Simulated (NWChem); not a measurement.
Basis-set convergence for H4Si

```xyz
5

Si     0.0000     0.0000     0.0000
H      1.2273     0.0000    -0.8678
H     -1.2273     0.0000    -0.8678
H      0.0000     1.2273     0.8678
H      0.0000    -1.2273     0.8678
```
Charge 0, spin multiplicity 1.

Everything below was run with NWChem. All single points use one geometry, from PBE/def2-SVP, a minimum by its harmonic frequencies.

Quantity: vertical ionisation energy at the level ΔPBE0 (Δ: difference of total energies, the cation a doublet at the parent's geometry with its hole in an orbital of symmetry b2 (C2v labels); it is the state that the SCF runs reached, from PBE0 orbitals for Hartree-Fock references, and need not be the lowest).

The Pople sets run with spherical d functions. The structure started from a generated list of species. No SCF solution was tested for a lower state.

| basis | functions | vertical ionisation energy (eV) |
|---|---|---|
| 3-21G | 21 | … |
| 6-31G* | 26 | … |
| pcseg-1 | 38 | 12.53 |
| def2-SVP | 38 | 12.53 |
| cc-pVQZ | 179 | … |

Task: What belongs in the gaps?

Result: 
- 3-21G, vertical ionisation energy (eV): 12.68
- 6-31G*, vertical ionisation energy (eV): 12.56
- cc-pVQZ, vertical ionisation energy (eV): 12.49
